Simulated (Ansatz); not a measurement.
Ansatz (a program for electronic structure) input (CCSD(T)/cc-pwCVQZ): A basis named .json is the Basis Set Exchange file of that set (core-valence sets with the plain set on hydrogen).

Ansatz 0.2 input:
```yaml
crystal:
  periodic: [false, false, false]
  atoms:
    - {symbol: N, position_ang: [-0.00000000, -0.00000000, -0.61062678]}
    - {symbol: O, position_ang: [0.00000000, 0.00000000, 0.53429844]}
basis:
  gaussian:
    orbitals: cc-pwCVQZ.json
magnetization: {spin_polarized: true, initial_magnetization: 1}
correlation: {method: ccsd_t, electrons: outside_noble_gas}
```

Output:

```
Functional definition: HF
integrals: 0.81 GiB planned
1068 factors; integrals over basis functions are off by at most 5.4e-4 eV
mean field: 0.46 GiB planned
mean field evaluation 1: about -3517.9173 eV, gradient 1.3e1 eV
mean field evaluation 2: about -3517.9182 eV, gradient 1.3e1 eV
mean field evaluation 4: about -3518.5777 eV, gradient 3.1e0 eV
mean field evaluation 8: about -3518.6221 eV, gradient 2.4e-1 eV
mean field evaluation 16: about -3518.6327 eV, gradient 2.6e-6 eV
mean field evaluation 32: about -3518.6327 eV, gradient 6.0e-3 eV
mean field evaluation 64: about -3518.4491 eV, gradient 5.1e0 eV
mean field evaluation 96: about -3518.6327 eV, gradient 1.7e-3 eV
mean field -3518.63268011 eV, -129.3073659792 hartree, gradient 2.6e-6 eV, S^2 0.785408; 5 other end points of the search recorded, 0 dependent functions left out
2 core orbitals not correlated
reference -3518.63268011 eV, -129.3073659792 hartree; 6, 5 occupied and 160, 161 virtual orbitals, 1068 factors
second order -11.67890149 eV of doubles, -0.00000000 eV of singles
coupled cluster: 2.18 GiB planned
cycle   1  -11.18778379 eV  change    4.9e-1 eV  update   9.6e-2
cycle   2  -11.59905138 eV  change   -4.1e-1 eV  update   3.3e-2
cycle   3  -11.70129194 eV  change   -1.0e-1 eV  update   2.0e-2
cycle   4  -11.69576243 eV  change    5.5e-3 eV  update   7.9e-3
cycle   5  -11.69815380 eV  change   -2.4e-3 eV  update   4.3e-3
cycle   6  -11.69894779 eV  change   -7.9e-4 eV  update   1.4e-3
cycle   7  -11.69919742 eV  change   -2.5e-4 eV  update   4.1e-4
cycle   8  -11.69929959 eV  change   -1.0e-4 eV  update   1.4e-4
cycle   9  -11.69923305 eV  change    6.7e-5 eV  update   5.0e-5
cycle  10  -11.69924191 eV  change   -8.9e-6 eV  update   2.1e-5
cycle  11  -11.69926547 eV  change   -2.4e-5 eV  update   8.9e-6
cycle  12  -11.69925641 eV  change    9.1e-6 eV  update   3.4e-6
coupled cluster: 2.18 GiB planned
perturbative correction -0.55992928 eV, -0.0205770216 hartree
Total energy: -3530.89186581 eV, -129.7578827439 hartree
```
